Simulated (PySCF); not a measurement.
Protons, H atoms and electrons added to or taken from c1ccsc1. All species are isolated molecules in the gas phase. One relaxed conformer stands for each flexible species; it need not be the lowest. Strings in code marks are SMILES.

The dipole moment from two functionals at the same geometries (B3LYP-D3(BJ)/def2-TZVP), both in PySCF: PBE-D3(BJ)/def2-TZVP and TPSSh-D3(BJ)/def2-TZVP. 

```tsv
species	PBE-D3(BJ)/def2-TZVP (D)
neutral parent (`c1ccsc1`)	0.46
H atom removed from C1 (`[c]1cscc1`)	0.61
H atom removed from C3 (`c1c[c]sc1`)	1.12
```

Question: What does TPSSh-D3(BJ)/def2-TZVP give for each?

Answer: 
- neutral parent (`c1ccsc1`): 0.54
- H atom removed from C1 (`[c]1cscc1`): 0.57
- H atom removed from C3 (`c1c[c]sc1`): 1.15
Over these rows, drawn at random from the members with no instability flagged (it was tested for open shells, ions and some series alone), PBE minus TPSSh-D3(BJ): mean -0.02 D, from -0.09 D to +0.05 D.
